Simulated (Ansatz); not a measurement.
This Ansatz (a first-principles code) input (MP2/cc-pCVQZ) gives -177.05349 Eh with 312 basis functions. A basis named .json is the Basis Set Exchange file of that set (core-valence sets with the plain set on hydrogen).

Ansatz 0.2 input:
```yaml
crystal:
  periodic: [false, false, false]
  atoms:
    - {symbol: C, position_ang: [0.03001831, 0.38890657, 0.00079542]}
    - {symbol: C, position_ang: [1.23978496, -0.08731897, -0.00655119]}
    - {symbol: F, position_ang: [-1.07186953, -0.39122524, 0.00452518]}
    - {symbol: H, position_ang: [-0.22543144, 1.44614772, 0.00468087]}
    - {symbol: H, position_ang: [2.25343763, 0.26535385, -0.01087281]}
basis:
  gaussian:
    orbitals: cc-pCVQZ.json
magnetization: {spin_polarized: true, initial_magnetization: 1}
correlation: {method: mp2, frozen_orbitals: {C: 0, F: 0, H: 0}}
```

Change:
```diff
- orbitals: cc-pCVQZ.json
+ orbitals: cc-pwCVQZ.json
```

Task: What does the run give now?

Result: -177.05343 Eh (MP2/cc-pwCVQZ, 312 functions), a change of +0.06 mEh.
